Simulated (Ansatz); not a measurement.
## As (model structure, started from the dhcp type, P6₃/mmc, No. 194, 4 atoms in the cell): properties by level of theory

| level (code) | lattice constant a (Å) | lattice parameter c (Å) |
|---|---|---|
| PBE (Ansatz) | 2.981 | 10.009 |
| PBEsol (Ansatz) | 2.937 | 9.842 |
| PBE-D3(BJ) (Ansatz) | 2.936 | 9.837 |

Ansatz's density-functional and Hartree–Fock values are scalar-relativistic unless marked +SOC, with PAW data made under PBE.

Static lattice: no zero-point or thermal effects.

A model structure was made by putting elements into a prototype or built by hand; it is no filed structure, need not be a known phase, and can be a saddle point held by its symmetry.

Ansatz is a program for electronic structure.
